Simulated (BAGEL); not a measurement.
**HF/6-31G(d) (density fitting with qzvpp-jkfit, spherical functions) run of AlPH6 (Al(PH3)H3)**

What is the energy change on altering one bond length of AlPH6 (Al(PH3)H3) at HF/6-31G* (density fitting with qzvpp-jkfit, spherical functions)? 

Program for the calculation: BAGEL 1.2.2.

1 further run of the same task is left out (it didn't finish).

## (1) Starting point

AlPH6: 8 atoms, total charge 0, spin state singlet. As SMILES, `[H][Al]([H])([H])<-[PH3]`. The shape comes from GFN2-xTB, which is rough for such elements, and wasn't checked as a minimum.

Bond lengths: Al1–P2 2.511 Å, P2–H3 1.382 Å, P2–H4 1.382 Å, P2–H5 1.382 Å, Al1–H6 1.569 Å, Al1–H7 1.567 Å, Al1–H8 1.569 Å. Some angles: Al1–P2–H3 122.1°, Al1–P2–H4 121.1°, Al1–P2–H5 122.9°, P2–Al1–H6 95.6°, P2–Al1–H7 95.8°, P2–Al1–H8 95.7°, H3–P2–H4 94.5°, H3–P2–H5 94.5°, H4–P2–H5 94.5°, H6–Al1–H7 119.1°.

## (2) The energy at HF/6-31G(d) (density fitting with qzvpp-jkfit, spherical functions)

The input, calc.json:

```json
{ "bagel": [

{
  "title": "molecule",
  "basis": "6-31gs.json",
  "df_basis": "qzvpp-jkfit",
  "angstrom": true,
  "geometry": [
    { "atom": "Al", "xyz": [      -0.004720,       0.010610,      -1.471770 ] },
    { "atom": "P", "xyz": [      -0.004240,      -0.001220,       1.038800 ] },
    { "atom": "H", "xyz": [       0.670990,       0.952590,       1.777140 ] },
    { "atom": "H", "xyz": [       0.509580,      -1.071000,       1.747700 ] },
    { "atom": "H", "xyz": [      -1.162200,       0.080150,       1.789520 ] },
    { "atom": "H", "xyz": [       1.557000,      -0.010290,      -1.624410 ] },
    { "atom": "H", "xyz": [      -0.766580,       1.371240,      -1.623740 ] },
    { "atom": "H", "xyz": [      -0.799830,      -1.332080,      -1.633240 ] }
  ]
},

{ "title": "hf", "charge": 0 },

{ "title": "print", "file": "orbitals.molden", "orbitals": true }

]}
```

The basis set 6-31G* is read from a file made from the Basis Set Exchange's data (not shown).

The run is started by

```console
BAGEL_NUM_THREADS=1 BAGEL calc.json > calc.out
```

Output:

```text
* using 1 threads per process

  ===============================================================
  ===============================================================

  *** Geometry ***

  { "atom" : "Al", "xyz" : [     -0.008920,      0.020050,     -2.781242 ] },
  { "atom" : "P", "xyz" : [     -0.008012,     -0.002305,      1.963047 ] },
  { "atom" : "H", "xyz" : [      1.267987,      1.800134,      3.358308 ] },
  { "atom" : "H", "xyz" : [      0.962967,     -2.023897,      3.302674 ] },
  { "atom" : "H", "xyz" : [     -2.196240,      0.151462,      3.381703 ] },
  { "atom" : "H", "xyz" : [      2.942304,     -0.019445,     -3.069690 ] },
  { "atom" : "H", "xyz" : [     -1.448626,      2.591268,     -3.068424 ] },
  { "atom" : "H", "xyz" : [     -1.511460,     -2.517266,     -3.086376 ] },

  Number of auxiliary basis functions:      364

  Since a DF basis is specified, we compute 2- and 3-index integrals:
    o Being stored without compression. Storage requirement is 0.007 GB

  Number of basis functions:       48
  Number of electrons      :       34

    * METHOD: MOLECULE                             0.09

  *** RHF ***

  === Nuclear Repulsion ===
    87.7767792756

      * DIIS with orbital gradients will be used.

  === RHF iteration (6-31gs.json) ===
      0       -586.03101321          0.01130379           0.01
      1       -586.07186943          0.00302187           0.01
      2       -586.07547029          0.00065404           0.01
      3       -586.07563781          0.00011900           0.01
      4       -586.07564584          0.00001716           0.01
      5       -586.07564603          0.00000399           0.01
      6       -586.07564603          0.00000084           0.01
      7       -586.07564603          0.00000016           0.01
      8       -586.07564603          0.00000002           0.01
      9       -586.07564603          0.00000000           0.01
    * SCF iteration converged.

    * Permanent dipole moment:
           (    0.002033,     0.004301,    -1.569226) a.u.

    * METHOD: HF                                   0.19

    * METHOD: PRINT                                0.00

  ===============================================================
```

Run time: 0.42 s. Hardware: 1 thread of Arm Neoverse V2, shared host.

## (3) The distorted shape at the same level

The input, hf.json:

```json
{ "bagel": [

{
  "title": "molecule",
  "basis": "6-31gs.json",
  "df_basis": "qzvpp-jkfit",
  "angstrom": true,
  "geometry": [
    { "atom": "Al", "xyz": [   -0.544907,   -0.752443,   -2.062446 ] },
    { "atom": "P", "xyz": [   -0.544427,   -0.764273,    0.448124 ] },
    { "atom": "H", "xyz": [    0.670990,    0.952590,    1.777140 ] },
    { "atom": "H", "xyz": [   -0.030607,   -1.834053,    1.157024 ] },
    { "atom": "H", "xyz": [   -1.702387,   -0.682903,    1.198844 ] },
    { "atom": "H", "xyz": [    1.016813,   -0.773343,   -2.215086 ] },
    { "atom": "H", "xyz": [   -1.306767,    0.608187,   -2.214416 ] },
    { "atom": "H", "xyz": [   -1.340017,   -2.095133,   -2.223916 ] }
  ]
},
{ "title": "hf" },
{ "title": "print", "file": "orbitals.molden", "orbitals": true }

]}
```

The basis set 6-31G* is read from a file made from the Basis Set Exchange's data (not shown).

The run is started by

```console
BAGEL_NUM_THREADS=1 BAGEL hf.json > hf.out
```

Output:

```text
* using 1 threads per process

  ===============================================================
  ===============================================================

  *** Geometry ***

  { "atom" : "Al", "xyz" : [     -1.029725,     -1.421911,     -3.897458 ] },
  { "atom" : "P", "xyz" : [     -1.028818,     -1.444267,      0.846832 ] },
  { "atom" : "H", "xyz" : [      1.267987,      1.800134,      3.358308 ] },
  { "atom" : "H", "xyz" : [     -0.057839,     -3.465858,      2.186458 ] },
  { "atom" : "H", "xyz" : [     -3.217045,     -1.290500,      2.265487 ] },
  { "atom" : "H", "xyz" : [      1.921498,     -1.461406,     -4.185906 ] },
  { "atom" : "H", "xyz" : [     -2.469432,      1.149307,     -4.184640 ] },
  { "atom" : "H", "xyz" : [     -2.532265,     -3.959228,     -4.202592 ] },

  Number of auxiliary basis functions:      364

  Since a DF basis is specified, we compute 2- and 3-index integrals:
    o Being stored without compression. Storage requirement is 0.007 GB

  Number of basis functions:       48
  Number of electrons      :       34

    * METHOD: MOLECULE                             0.09

  *** RHF ***

  === Nuclear Repulsion ===
    84.5705033591

      * DIIS with orbital gradients will be used.

  === RHF iteration (6-31gs.json) ===
      0       -585.88199465          0.01121131           0.01
      1       -585.92810690          0.00342476           0.01
      2       -585.93273732          0.00125490           0.01
      3       -585.93341905          0.00020761           0.01
      4       -585.93344262          0.00005251           0.01
      5       -585.93344472          0.00001484           0.01
      6       -585.93344489          0.00000519           0.01
      7       -585.93344492          0.00000126           0.01
      8       -585.93344492          0.00000019           0.01
      9       -585.93344492          0.00000004           0.01
     10       -585.93344492          0.00000001           0.01
     11       -585.93344492          0.00000000           0.01
    * SCF iteration converged.

    * Permanent dipole moment:
           (    0.200316,     0.290887,    -1.319827) a.u.

    * METHOD: HF                                   0.22

    * METHOD: PRINT                                0.00

  ===============================================================
```

Run time: 0.44 s. Hardware: 1 thread of Arm Neoverse V2, shared host.

## (4) Outcome

At HF/6-31G* (density fitting with qzvpp-jkfit, spherical functions):

| quantity | value |
| --- | --- |
| first shape: total energy | -586.07565 Eh |
| first shape: dipole moment | 3.99 D |
| first shape: HOMO energy | -10.99 eV |
| first shape: LUMO energy | 2.90 eV |
| first shape: HOMO–LUMO gap | 13.89 eV |
| distorted shape: total energy | -585.93344 Eh |
| distorted shape: dipole moment | 3.47 D |
| distorted shape: HOMO energy | -10.41 eV |
| distorted shape: LUMO energy | -0.98 eV |
| distorted shape: HOMO–LUMO gap | 9.43 eV |
| energy change with the P2–H3 bond stretched from 1.382 to 2.488 Å | 3.869 eV |

In words: One bond (distorted shape) is far stretched, which a spin-restricted single reference describes badly; a broken-symmetry solution may lie lower. With the P2–H3 bond stretched from 1.382 to 2.488 Å the energy rises by 3.87 eV (89 kcal/mol). The first shape isn't relaxed at this level, so the change isn't measured from a minimum. A restricted reference can't describe the breaking bond well at this length.
